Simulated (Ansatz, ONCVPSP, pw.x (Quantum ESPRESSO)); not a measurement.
# What a changed setting does to a pw.x run (bcc Mo)

Potential: optimised norm-conserving Vanderbilt (ONCV), ONCVPSP 4.0.1.1 (patched build), PBE; core [Ar] 3d10, reference 4s2 4p6 4d5 5s0.75; waves: 4s+5s: rc 2.15 bohr, ncon 4, nbas 7, qcut 5.6 1/bohr, 2 projectors; 4p: rc 1.90 bohr, ncon 3, nbas 7, qcut 5.9 1/bohr, 1 projector; 4d: rc 2.65 bohr, ncon 3, nbas 8, qcut 6.9 1/bohr, 2 projectors, debl 3 Ha; local part: polynomial inside 1.86 bohr (lpopt 4, dvloc0 0 Ha); core correction: Teter function, fcfact 2.5, rcfact 1.55.

The reference run (k-mesh 15³, cutoffs 50/200 Ry, Fermi–Dirac 0.01 Ry, mixing_beta 0.4, conv_thr 1e-9, no spin) gives 2.11 GPa at 15.802 Å³/atom, where all-electron LAPW gives -0.00 GPa. This run, with its own iteration cap, changes smearing to mv.

```
&control
  calculation='scf', prefix='x', pseudo_dir='./', outdir='./tmp', tstress=.true., disk_io='none'
/
&system
  ibrav=0, nat=1, ntyp=1, ecutwfc=50, ecutrho=200, nbnd=15,
  occupations='smearing', smearing='mv', degauss=0.01
/
&electrons
  conv_thr=1e-09, mixing_beta=0.4, electron_maxstep=60
/
ATOMIC_SPECIES
Mo 1.0 Mo.UPF
CELL_PARAMETERS angstrom
  -1.58082582 1.58082582 1.58082582
  1.58082582 -1.58082582 1.58082582
  1.58082582 1.58082582 -1.58082582
ATOMIC_POSITIONS crystal
Mo 0.0000 0.0000 0.0000
K_POINTS automatic
15 15 15 0 0 0
```

```bash
pw.x < Mo.scf.in > Mo.scf.out
```

How does the run end?

It converges in 8 iterations; the free energy moves by +20.4 meV/atom and the pressure by +0.03 GPa. This scheme is built to cancel the term in the square of the width that Fermi–Dirac smearing leaves in the F of a metal.

```
Message from routine setup:
     using ibrav=0 with symmetry is DISCOURAGED, use correct ibrav instead
     lattice parameter (alat)  =       5.1742  a.u.
     unit-cell volume          =     106.6372 (a.u.)^3
     number of electrons       =        14.00
     number of Kohn-Sham states=           15
     kinetic-energy cutoff     =      50.0000  Ry
     charge density cutoff     =     200.0000  Ry
     scf convergence threshold =      1.0E-09
     Exchange-correlation= PBE
     number of k points=   120  Marzari-Vanderbilt smearing, width (Ry)=  0.0100
     iteration #  1     ecut=    50.00 Ry     beta= 0.40
     total energy              =    -142.72178998 Ry
     estimated scf accuracy    <       0.27213263 Ry
     iteration #  2     ecut=    50.00 Ry     beta= 0.40
     total energy              =    -142.73486410 Ry
     estimated scf accuracy    <       0.02600187 Ry
     iteration #  3     ecut=    50.00 Ry     beta= 0.40
     total energy              =    -142.73870556 Ry
     estimated scf accuracy    <       0.00141406 Ry
     iteration #  4     ecut=    50.00 Ry     beta= 0.40
     total energy              =    -142.73878410 Ry
     estimated scf accuracy    <       0.00013133 Ry
     iteration #  5     ecut=    50.00 Ry     beta= 0.40
     total energy              =    -142.73879781 Ry
     estimated scf accuracy    <       0.00000534 Ry
     iteration #  6     ecut=    50.00 Ry     beta= 0.40
     total energy              =    -142.73879896 Ry
     estimated scf accuracy    <       0.00000003 Ry
     iteration #  7     ecut=    50.00 Ry     beta= 0.40
     total energy              =    -142.73879896 Ry
     estimated scf accuracy    <       0.00000001 Ry
     iteration #  8     ecut=    50.00 Ry     beta= 0.40
     the Fermi energy is    20.9891 ev
!    total energy              =    -142.73879896 Ry
     estimated scf accuracy    <          2.1E-11 Ry
     smearing contrib. (-TS)   =       0.00001824 Ry
     The total energy is F=E-TS. E is the sum of the following terms:
     one-electron contribution =     -19.19689039 Ry
     hartree contribution      =      18.51261638 Ry
     xc contribution           =     -22.66862502 Ry
     ewald contribution        =    -119.38591817 Ry
     convergence has been achieved in   8 iterations
          total   stress  (Ry/bohr**3)                   (kbar)     P=       21.41
     Message from routine punch:
     Nothing written, as per user request (disk_io='none')
```

The run took about 21 s on one core of a shared host (Neoverse-N1, 64 threads, 124 GiB, load 58).
